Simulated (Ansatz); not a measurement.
# C₂HF₂N: small, medium and large basis sets

Aim: see how fast density functionals converge with the basis set for C₂HF₂N.

Program: Ansatz 0.2.0, Gaussian basis. Level of theory: one geometry, several basis sets. These are calculated values, not measurements.

The runs, in order: PBE0-D4/def2-SVP; ωB97M-V/def2-SVP; PBE0-D4/def2-QZVPP; ωB97M-V/def2-QZVPP; the functionals' def2-TZVPP values are taken from earlier runs.

## 1. The geometry

All runs share one geometry, relaxed beforehand with PBE0-D4/def2-TZVP.

SMILES `FC1=C(F)N1`, 6 atoms, charge 0, spin multiplicity 1.

Atoms are counted from 1 here; the program's logs count them from 0.

Bond lengths: F1–C2 1.291 Å, C2–C3 1.262 Å, C2–N5 1.494 Å, C3–F4 1.291 Å, C3–N5 1.494 Å, N5–H6 1.025 Å. Angles: F1–C2–C3 157.1°, F1–C2–N5 135.8°, C3–C2–N5 65.0°, C2–C3–F4 157.1°, C2–C3–N5 65.0°, F4–C3–N5 135.8°, C2–N5–C3 50.0°, C2–N5–H6 108.8°, C3–N5–H6 108.8°.

## 2. PBE0-D4 in def2-SVP

in.yaml

```yaml
crystal:
  periodic: [false, false, false]
  atoms:
    - {symbol: F, position_ang: [-1.014721, -1.090409, 1.357082]}
    - {symbol: C, position_ang: [-0.399215, -0.424857, 0.437887]}
    - {symbol: C, position_ang: [0.006810, -0.151337, -0.725567]}
    - {symbol: F, position_ang: [0.156931, -0.301775, -1.999002]}
    - {symbol: N, position_ang: [0.798921, 0.466595, 0.380796]}
    - {symbol: H, position_ang: [0.493475, 1.437882, 0.502604]}
basis:
  gaussian: {orbitals: def2-SVP}
hamiltonian: {xc: pbe0, dispersion: d4}
output: {orbitals: {seedname: orbitals}}
```

The run is started by

```console
> ansatz run in.yaml --threads 2 --pin off --events-out ev --progress --plain --max-ram 4352MiB
```

The runs that follow: ωB97M-V in def2-SVP; PBE0-D4 in def2-QZVPP; ωB97M-V in def2-QZVPP.

Before running them: what should the planned runs give, taken together? Wanted: PBE0-D4: double and triple zeta above quadruple; ωB97M-V: double and triple zeta above quadruple.

The runs gave:

| quantity | value |
| --- | --- |
| PBE0-D4: double and triple zeta above quadruple | 11.20, 0.48 eV |
| ωB97M-V: double and triple zeta above quadruple | 11.41, 0.44 eV |

In words: For PBE0-D4 the step from double to triple zeta gains 10.72 eV and the next only 0.48 eV. Total energies overstate the basis error of differences, where much of it tends to cancel. The LUMO of ωB97M-V is positive and keeps falling with the basis (2.84 to 1.66 eV): an unbound level that the basis holds in place.
